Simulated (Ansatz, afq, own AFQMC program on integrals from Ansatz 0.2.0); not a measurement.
# Br, doublet in aug-cc-pVTZ, levels against CCSDT(Q)

A free Br atom.

Basis aug-cc-pVTZ. Noble-gas cores (and the filled d shells of Ga–Kr and In–Xe) are frozen. AFQMC by an in-house program on the Cholesky factors that Ansatz 0.2.0 writes for its CCSD(T) run. The CISD trial takes its coefficients from CCSD amplitudes. Released means that phaseless walkers are propagated on without the constraint, phases kept. Free projection: walkers drawn from exp(T), propagated without any constraint. Its projection time is finite, and what remains of the start isn't in its error. ± is one standard error of the sampling. No spin–orbit coupling.

Determinant: UHF, the one that the program's search chose, which needn't be the lowest solution.

No full CI on the walks' own integrals is used here; CCSDT(Q) serves as the reference and is uncertain by about the last step of the cluster series.

Cautions: no relativity below Rb; no spin-orbit coupling; inner d shell frozen.

```
T1 diagnostic                               : 0.0066
weight of the determinant in the CISD state : 0.933
⟨S²⟩ of the determinant                     : 0.760
size of the correlated space                : 7 electrons in 45 orbitals
```

| level | correlation energy (eV) |
| --- | --- |
| MP2 | -3.7079 |
| CCSD | -4.2397 |
| CCSD(T) | -4.3756 |

Problem. Estimate where free-projection AFQMC lies against CCSD(T) on the same integrals.

Solution. 19.4 ± 1.5 meV below CCSD(T).

Reference: CCSDT(Q), correlation energy -4.396 eV. The released energy is read at 1.50 1/Eh (meV from the phaseless value at times in 1/Eh: -1.9 ± 1.4 at 0.24, -3.0 ± 1.1 at 0.50, -4.8 ± 1.0 at 1.00, -5.1 ± 0.9 at 1.50).

```tsv
level	E − E(reference) (meV)	share of correlation (%)
CCSD(T)	20.0	99.54
CCSDT	3.6	99.92
ph-AFQMC/HF	81.2 ± 12.4	98.15
ph-AFQMC/CISD	5.5 ± 1.7	99.87
released AFQMC	0.4 ± 0.9	99.99
free AFQMC	0.7 ± 1.5	99.98
```

Free projections are given only where their last times agree within the noise and don't stop above the reference; a slow remainder of the start can still hide under it. A walk keeps the symmetry of its determinant, which the program's search chose and which needn't be the lowest solution, so a lower state of the same spin and another symmetry isn't excluded. Released energies are given only where the last usable release times agree within the noise; a slower fall can still hide under it.
